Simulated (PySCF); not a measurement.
Gas-phase reaction: 2 H₂SiO + 3 H₂O₂ ⇌ 2 Si(OH)₄ + 2 H

Computed with PySCF and rigid-rotor harmonic-oscillator thermochemistry at 1 bar. † marks an energy on the PBE0/def2-TZVP geometry and frequencies; other levels use their own. 6-31G* has spherical d functions here. Open shells (unrestricted): H (multiplicity 2); the rest are closed-shell singlets. H₂SiO: computed as isolated molecules; such fragments, hydroxides, amides, oligomers or adducts are transient or little studied in the gas.

BLYP/def2-TZVP† gives ΔH°(298 K) = -1416 kJ.

### Question
What do LDA/def2-TZVP†, HF/6-31G*, ωB97M-V/def2-TZVP† give?

### Answer
LDA/def2-TZVP†: -1607 kJ; HF/6-31G*: -1738 kJ; ωB97M-V/def2-TZVP†: -1623 kJ. For scale, ΔH°(298 K) is -1416 kJ at this level, -1623 kJ at ωB97M-V/def2-TZVP†, and runs from -1841 to -869 kJ over the 20 levels computed.
